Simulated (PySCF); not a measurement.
# cyclopropyl methyl ether (C4H8O): geometry, NMR shifts, spin-spin couplings, electronic excitations and core binding energies

What NMR shifts, spin-spin couplings, electronic excitations and core binding energies should cyclopropyl methyl ether (C4H8O) (`COC1CC1`) show?

The runs use PySCF 2.14.0, with density-fitted response routines of our own; the level of theory stands in each step. All values are computed, except where a source is named. Atoms are numbered from 0 throughout.

### Step 1. The molecule as given

13 atoms, charge 0, multiplicity 1; geometry from: MMFF94s. The atoms were then displaced at random by about 0.03 Å, so the start is not that level's minimum.

Bonds of the start (Å): C0–O1 1.46, O1–C2 1.47, C2–C3 1.35, C3–C4 1.48, C4–C2 1.46, C0–H5 1.10, C0–H6 1.16, C0–H7 1.03, C2–H8 1.06, C3–H9 1.16, C3–H10 1.14, C4–H11 1.02, C4–H12 1.15.

### Step 2. Geometry optimisation at PBE0-D3(BJ)/def2-SVP

What the job is given:

```
{"job": {"xc": "PBE0", "basis": "def2-SVP", "d3": "d3bj", "grid": 1, "shake": 0.03, "kind": "geom"}, "charge": 0, "multiplicity": 1}
C      1.877690     0.692360     0.580170
O      0.615910     0.120710     1.026020
C     -0.134930    -0.564550    -0.039350
C     -1.403990    -0.885400     0.295920
C     -1.198830     0.184330    -0.701040
H      2.276900     1.295750     1.402830
H      1.603750     1.500890    -0.202630
H      2.560590     0.041700     0.156030
H      0.465770    -1.267140    -0.551260
H     -1.890310    -0.620730     1.313030
H     -1.930420    -1.830250    -0.053230
H     -1.362050     0.023220    -1.699690
H     -1.449450     1.257010    -0.383160
```

Command:

```bash
> OMP_NUM_THREADS=1 python probes_run.py task.json out
```

This one command runs all jobs of the session in turn.

**Question.** This job is followed by: GIAO PBE0/pcSseg-1 NMR shielding, non-relativistic, gas phase; B3LYP/pcJ-1 indirect spin-spin coupling, non-relativistic, gas phase; TDDFT CAM-B3LYP/def2-SVPD, vertical, gas phase, core orbitals frozen in the response; GIAO wB97X-D/pcSseg-2 NMR shielding, non-relativistic, gas phase; delta-SCF UKS SCAN, pcX-2 on the ionised atom, pcseg-1 elsewhere, spin-free X2C. What will the session give for the following? point group; rotational constants (main isotopes); 13C shifts against TMS (PBE0/pcSseg-1, means over atoms taken as alike); 1H shifts against TMS (PBE0/pcSseg-1, means over atoms taken as alike); 17O shifts against H2O (PBE0/pcSseg-1); surface potential, 1st and 99th percentile; largest coupling of the table (B3LYP/pcJ-1); lowest singlet (CAM-B3LYP/def2-SVPD); brightest single state of those computed; lowest triplet; vertical ionisation energy (ΔSCF); C1s binding energies, SCAN/pcX-2; O1s binding energies, SCAN/pcX-2; range of the shift of O1.

**Answer**, as computed:

| quantity | value |
| --- | --- |
| point group | C1 |
| rotational constants (main isotopes) | 13.11, 3.55, 3.17 GHz |
| 13C shifts against TMS (PBE0/pcSseg-1, means over atoms taken as alike) | 58.0, 54.3, 6.4 ppm |
| 1H shifts against TMS (PBE0/pcSseg-1, means over atoms taken as alike) | 3.19, 2.77, 0.49, 0.34 ppm |
| 17O shifts against H2O (PBE0/pcSseg-1) | 32.7 ppm |
| surface potential, 1st and 99th percentile | -1.48 V and 0.71 V |
| largest coupling of the table (B3LYP/pcJ-1) | 1J(C,H) C2–H8, 185.2 Hz |
| lowest singlet (CAM-B3LYP/def2-SVPD) | 7.19 eV (173 nm), f = 0.015 |
| brightest single state of those computed | state 7, 8.66 eV, f = 0.040 |
| lowest triplet | 7.04 eV |
| vertical ionisation energy (ΔSCF) | 9.57 eV |
| C1s binding energies, SCAN/pcX-2 | C0 292.12, C2 291.98, C3 290.62 eV |
| O1s binding energies, SCAN/pcX-2 | O1 538.45 eV |
| range of the shift of O1 | 24.0 to 32.7 ppm |

**Reading.** The start was shaken at random, so part of the energy gained undoes that. C0 (methyl carbon bonded to O) lies farthest downfield among carbon, at 58.0 ppm; deshielded by the electronegative neighbour. At PBE0/pcSseg-1: The largest span, 120 ppm, is at C2, where the paramagnetic term is -116 ppm. Of the pairs tabulated at B3LYP/pcJ-1, C2–H8 couples most strongly (185.2 Hz; Fermi contact 184.2 Hz). Couplings across rotatable bonds belong to this one conformer; where others are populated, the observed values are averages. The lowest singlet, at 7.19 eV, is HOMO→LUMO 0.89 and is weak; of the 10 states computed, the strongest absorption comes from states 7 to 8 together at 8.66 eV. The lowest triplet lies 0.15 eV below the lowest singlet (triplets in Tamm-Dancoff, singlets in full TDDFT). C0 (methyl carbon bonded to O) binds its C1s electron 1.49 eV more tightly than C3 (three-membered-ring carbon). Across the 2 runs the shift of O1 moves most, between 24.0 (wB97X-D/pcSseg-2) and 32.7 ppm (PBE0/pcSseg-1). Most of that comes from the computed reference, not from the atom's own shielding.
